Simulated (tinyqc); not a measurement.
Inside a calculation. Method: UHF in the sto-3g basis, for LiH+, spin multiplicity 2. One step of it, computed by the program tinyqc.

Task: Iteration 2: DIIS coefficients. Solve [B -1; -1 0][c; lambda] = [0; -1] for the coefficients, which sum to one.

B (overlaps of the stored error matrices):
```
               1              2
1  7.0711312e-02  9.4422194e-03
2  9.4422194e-03  2.0294754e-02
```

Give: DIIS coefficients.

Result:

DIIS coefficients: 0.150  0.850
